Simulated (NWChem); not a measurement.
**BNH3O (SMILES N[B]O) at U-wB97X/6-31G(d) (spherical functions)**

What is the vertical ionisation energy of BNH3O at U-wB97X/6-31G* (spherical functions)? 

Program for the calculation: NWChem 7.3.0.

## Step 1: Starting point

The species is BNH3O (6 atoms), meant as a doublet with charge 0. SMILES: `N[B]O`. Geometry: relaxed at PBE0-D4/def2-TZVP. This is one conformer, not always the lowest.

Bond lengths: N1–B2 1.390 Å, B2–O3 1.359 Å, N1–H4 1.002 Å, N1–H5 1.010 Å, O3–H6 0.958 Å. Angles: N1–B2–O3 122.6°, B2–N1–H4 122.8°, B2–N1–H5 122.6°, B2–O3–H6 113.3°, H4–N1–H5 114.6°.

## Step 2: A single-point energy at U-wB97X/6-31G(d) (spherical functions)

bh3no.nw

```
START bh3no
memory 2200 mb
charge 0

GEOMETRY noautosym nocenter noautoz
  N       -0.781300       0.184600      -0.560400
  B        0.032600      -0.490400       0.341500
  O        1.270200      -0.047100       0.684600
  H       -1.694900      -0.139800      -0.815500
  H       -0.498900       1.042700      -1.012000
  H        1.714300      -0.614000       1.315700
END

BASIS spherical bse
  * library 6-31G*
END

DFT
  xc wb97x
  mult 2
  grid xcoarse
  convergence energy 1e-08
  maxiter 100
  mulliken
  print low
END

TASK dft energy
```

Launch:

```
$ nwchem bh3no.nw > bh3no.out
```

Output, cut to the lines that bear on the results:

```text
[...]
 d= 0,ls=0.0,diis     1   -156.5207850940 -2.18D+02  1.00D-02  1.37D-01     0.4
[...]
 d= 0,ls=0.0,diis    11   -156.5893877974 -2.16D-09  7.11D-07  4.19D-10     4.3
[...]
         Total DFT energy =     -156.589387797430
      One electron energy =     -334.687238778732
           Coulomb energy =      137.376744523779
    Exchange-Corr. energy =      -20.717358047344
 Nuclear repulsion energy =       61.438464504867
[...]
      Total Density - Mulliken Population Analysis
     ---------------------------------------------
    Atom       Charge   Shell Charges
 -----------   ------   -------------------------------------------------------
    1 N    7     7.75   2.00  0.75  2.57  0.78  1.64  0.02
    2 B    5     4.79   2.00  0.49  1.31  0.47  0.41  0.10
    3 O    8     8.57   2.00  0.90  2.95  0.89  1.81  0.02
    4 H    1     0.66   0.50  0.15
    5 H    1     0.67   0.50  0.17
    6 H    1     0.57   0.47  0.09
[...]
      <S2> =      0.7522 (Exact =     0.7500)
[...]
```

It took 5.1 s on 1 thread of Intel Xeon 6975P-C (Granite Rapids), shared host; peak memory 0.1 GiB.

## Step 3: The singlet cation at the same level

calc.nw

```
start calc
title "BH3NO"
memory 2200 mb
charge 1
geometry noautosym nocenter noautoz
  N    -0.781300    0.184600   -0.560400
  B     0.032600   -0.490400    0.341500
  O     1.270200   -0.047100    0.684600
  H    -1.694900   -0.139800   -0.815500
  H    -0.498900    1.042700   -1.012000
  H     1.714300   -0.614000    1.315700
end
basis spherical bse
  * library 6-31G*
end
dft
  xc wb97x
  grid xcoarse
  convergence energy 1e-08
  maxiter 100
  mulliken
  noprint "final vectors analysis"
end
task dft energy
```

Launch:

```
$ nwchem calc.nw > calc.out
```

Output, cut to the lines that bear on the results:

```text
[...]
          Wavefunction type:  closed shell.
          No. of atoms     :     6
          No. of electrons :    22
[...]
          Charge           :     1
          Spin multiplicity:     1
[...]
          AO basis - number of functions:    48
[...]
              XC Information
              --------------
                       wb97x  Method XC Functional
                     Hartree-Fock (Exact) Exchange  1.000
                         wb97x Exchange Functional  1.000
                      wb97x Correlation Functional  1.000
[...]
 d= 0,ls=0.0,diis     1   -156.0424684637 -2.17D+02  2.78D-02  2.57D+00     0.4
[...]
 d= 0,ls=0.0,diis    11   -156.3046137947 -9.43D-10  2.91D-07  5.25D-10     4.0
         Total DFT energy =     -156.304613794715
      One electron energy =     -327.944126815807
           Coulomb energy =      130.556072958792
    Exchange-Corr. energy =      -20.355024442567
 Nuclear repulsion energy =       61.438464504867
[...]
      Total Density - Mulliken Population Analysis
     ---------------------------------------------
    Atom       Charge   Shell Charges
 -----------   ------   -------------------------------------------------------
    1 N    7     7.72   2.00  0.75  2.57  0.80  1.59  0.02
    2 B    5     4.23   2.00  0.56  1.21  0.15  0.21  0.11
    3 O    8     8.44   2.00  0.92  2.91  0.89  1.69  0.02
    4 H    1     0.57   0.49  0.09
    5 H    1     0.54   0.47  0.07
    6 H    1     0.49   0.45  0.05
[...]
```

It took 4.8 s on 1 thread of Intel Xeon 6975P-C (Granite Rapids), shared host; peak memory 0.1 GiB.

## Step 4: Results

Level: U-wB97X/6-31G* (spherical functions).

```
                                          quantity          value
                       doublet BNH3O: total energy  -156.58939 Eh
                               doublet BNH3O: ⟨S²⟩          0.752
                      singlet cation: total energy  -156.30461 Eh
vertical ionisation energy (to the singlet cation)       7.749 eV
```

In words: The vertical ionisation energy comes to 7.75 eV (748 kJ/mol). Only the singlet of the ionised species was computed; a triplet could lie lower.
